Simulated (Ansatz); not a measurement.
A nudged elastic band was laid between two geometries of C2H4N (7 atoms, charge -1, multiplicity 1).

Theory: UKS B3LYP-D4/def2-SVP in Ansatz 0.2.0.

| Property | Result |
| --- | --- |
| movable images | 5 |
| climbing image | yes |
| spring | 5.0 eV/Å² |
| optimiser | quadratic models (default) |
| start path | through a guess of the saddle point |
| force threshold | 0.05 eV/Å |
| iteration limit | 60 |
| end points | relaxed |

First end point:

```xyz
7
Properties=species:S:1:pos:R:3
C -0.675 0.356 -0.329
C 0.111 -0.653 0.548
N 1.391 -0.419 0.418
H -1.381 0.940 0.298
H -0.020 1.073 -0.892
H -1.313 -0.186 -1.059
H 1.886 -1.112 1.018
```

Last end point:

```xyz
7
Properties=species:S:1:pos:R:3
C -0.564 0.843 -0.356
C 0.067 -0.307 0.108
N 1.357 -0.516 0.372
H -1.646 0.856 -0.524
H 0.006 1.759 -0.562
H -0.665 -1.148 0.266
H 1.445 -1.488 0.697
```

What changes between the two ends?

Bonds broken: C1–H6. Bonds formed: C2–H6.

Give the energies along the band, and the barrier.

The forces met the threshold. The highest image is number 3 of 0 to 6, 165.2 kJ/mol above the first end and 258.0 kJ/mol above the last; the last end lies 92.8 kJ/mol below the first. Neighbouring images differ by up to 1.2 eV, so the band resolves the path poorly. A vibrational analysis at the climbing image gives one clearly imaginary mode, 1594i cm⁻¹: a first-order saddle point. The orbitals stay closed-shell, which can raise the energy where a bond breaks towards radicals; this wasn't checked here. Limits of this set-up: an anion without diffuse functions, the dipole of an ion depends on the origin.

```csv
image,path coordinate (Å),energy (kJ/mol),C1–H6 (Å),C2–H6 (Å)
0,0.00,0.0,1.11,2.20
1,0.47,4.9,1.11,2.11
2,0.95,59.5,1.13,1.74
3,1.42,165.2,1.37,1.34
4,1.87,50.0,1.72,1.15
5,2.31,-66.2,1.98,1.12
6,2.76,-92.8,2.09,1.13
```

What is the geometry of the highest image?


```xyz
7
Properties=species:S:1:pos:R:3
C -0.594 0.643 -0.324
C 0.081 -0.401 0.425
N 1.391 -0.526 0.369
H -1.607 0.909 0.014
H -0.043 1.470 -0.861
H -0.862 -0.688 -0.479
H 1.634 -1.406 0.856
```

The band took 7 iterations and of the order of 90 core-seconds.

The run took 92 s on 1 thread of Arm Neoverse V1, on a shared host, peak memory 0.14 GiB.
